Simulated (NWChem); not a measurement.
System: hydrogen peroxide (H$_{2}$O$_{2}$); SMILES OO

NWChem input:

```
start job
memory heap 200 mb stack 900 mb global 1100 mb
geometry units angstroms noautoz
  O      0.045630    -0.726373    -0.125929
  O     -0.045633     0.726366    -0.125912
  H     -0.761842    -0.941606     0.373957
  H      0.761845     0.941612     0.373958
end
basis spherical
  O library 6-31g*
  H library 6-31g*
end
dft
  xc rpbe cpbe96
  iterations 150
  mulliken
end
task dft energy
```

The geometry was optimised at B3LYP/6-31G* (spherical d).

### Question
Predict the main results of this run. (RPBE/6-31G* (spherical d).) Quantities: energy (Ha); highest occupied level (eV); orbital gap (eV); dipole (D).

### Answer
```
Item                           Value
---------------------------  -------
energy (Ha)                  -151.52
highest occupied level (eV)    -5.55
orbital gap (eV)                5.21
dipole (D)                      1.74
```
